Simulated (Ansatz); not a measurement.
# NF3 (SMILES FN(F)F) at MP2/cc-pVTZ

What is the vertical ionisation energy of NF3 at MP2/cc-pVTZ? 

The calculation is run with Ansatz 0.2.0.

22 further runs of the same task are left out: 22 set aside as unsound or not needed.

### Step 1. The system as given

NF3: 4 atoms, total charge 0, spin state singlet. As SMILES, `FN(F)F`. The coordinates come from a PBE0-D4/def2-TZVP relaxation.

Bond lengths: F1–N2 1.360 Å, N2–F3 1.360 Å, N2–F4 1.360 Å. Angles: F1–N2–F3 102.1°, F1–N2–F4 102.1°, F3–N2–F4 102.1°.

### Step 2. A single-point energy at MP2/cc-pVTZ

File job.yaml:

```yaml
crystal:
  periodic: [false, false, false]
  atoms:
    - {symbol: F, position_ang: [0.614010, 0.000340, 1.066930]}
    - {symbol: N, position_ang: [0.353420, -0.074150, -0.266250]}
    - {symbol: F, position_ang: [-0.636280, -1.006490, -0.312240]}
    - {symbol: F, position_ang: [-0.331150, 1.080310, -0.488440]}
basis:
  gaussian: {orbitals: cc-pVTZ}
magnetization: {spin_polarized: false}
correlation: {method: mp2, frozen_orbitals: {F: 1, "N": 1}}
accuracy: high
```

Run with:

```console
$ ansatz run job.yaml --threads 1 --pin off --max-ram 3480MiB --events-out events.jsonl --progress --plain --runs-dir runs
```

Log:

```text
Warning: RAYON_NUM_THREADS=1 ignored (pool sized by the plan → 1); use --threads N
Functional definition: HF
  name "HF"
  exchange = exact_x
  correlation = 0
2075 factors; integrals over basis functions are off by at most 3.4e-9 eV
mean field evaluation 1: about -9591.9580 eV, gradient 5.1e1 eV
mean field evaluation 2: about -9592.0871 eV, gradient 5.1e1 eV
mean field evaluation 4: about -9596.7483 eV, gradient 4.2e0 eV
mean field evaluation 8: about -9596.8642 eV, gradient 5.6e-1 eV
mean field evaluation 16: about -9596.8663 eV, gradient 1.7e-8 eV
mean field -9596.86626900 eV, -352.6783303960 hartree, gradient 1.6e-8 eV, S^2 0.000000; 0 other end points of the search recorded, 0 dependent functions left out
4 core orbitals not correlated: weight in the atoms' cores, before any rotation towards them, 1.000 or more for the frozen orbitals, at most 0.000 for the correlated occupied ones
reference -9596.86626900 eV, -352.6783303960 hartree; 13, 13 occupied and 103, 103 virtual orbitals, 2075 factors
second order -26.25115304 eV of doubles, -0.00000000 eV of singles
Total energy: -9623.11742203 eV, -353.6430424764 hartree
```

It took 2.9 s on 1 thread of Intel Xeon 6975P-C (Granite Rapids), shared host; peak memory 0.34 GiB.

### Step 3. The doublet cation at the same level

File job.yaml:

```yaml
crystal:
  periodic: [false, false, false]
  atoms:
    - {symbol: F, position_ang: [0.614010, 0.000340, 1.066930]}
    - {symbol: "N", position_ang: [0.353420, -0.074150, -0.266250]}
    - {symbol: F, position_ang: [-0.636280, -1.006490, -0.312240]}
    - {symbol: F, position_ang: [-0.331150, 1.080310, -0.488440]}
basis:
  gaussian:
    orbitals: cc-pVTZ
magnetization:
  spin_polarized: true
  initial_magnetization: 1
total_charge: 1
correlation:
  method: mp2
  frozen_orbitals: {F: 1, "N": 1}
accuracy: high
```

Run with:

```console
$ ansatz run job.yaml --threads 1 --pin off --max-ram 3480MiB --events-out events.jsonl --progress --plain --runs-dir runs
```

Log, cut to the lines that bear on the results:

```text
Warning: RAYON_NUM_THREADS=1 ignored (pool sized by the plan → 1); use --threads N
[... 2 set-up lines as earlier in the session ...]
[...]
2075 factors; integrals over basis functions are off by at most 3.4e-9 eV
[...]
mean field -9583.82521202 eV, -352.1990803915 hartree, gradient 3.5e-8 eV, S^2 0.782304; 0 other end points of the search recorded, 0 dependent functions left out
4 core orbitals not correlated: weight in the atoms' cores, before any rotation towards them, 1.000 or more for the frozen orbitals, at most 0.000 for the correlated occupied ones
reference -9583.82521202 eV, -352.1990803915 hartree; 13, 12 occupied and 103, 104 virtual orbitals, 2075 factors
second order -25.63984091 eV of doubles, -0.00000000 eV of singles
Total energy: -9609.46505293 eV, -353.1413271658 hartree
```

Run time: 4.2 s. Hardware: 1 thread of Intel Xeon 6975P-C (Granite Rapids), shared host; peak memory 0.43 GiB.

### Step 4. What came out

At MP2/cc-pVTZ, 4 core orbitals frozen:

```
                                                   quantity          value
                                  singlet NF3: total energy  -353.64304 Eh
   singlet NF3: correlation energy (4 core orbitals frozen)     -964.7 mEh
                               doublet cation: total energy  -353.14133 Eh
doublet cation: correlation energy (4 core orbitals frozen)     -942.2 mEh
          doublet cation: ⟨S²⟩ of the reference determinant          0.782
         vertical ionisation energy (to the doublet cation)      13.652 eV
```

What this shows: The vertical ionisation energy comes to 13.65 eV (315 kcal/mol).
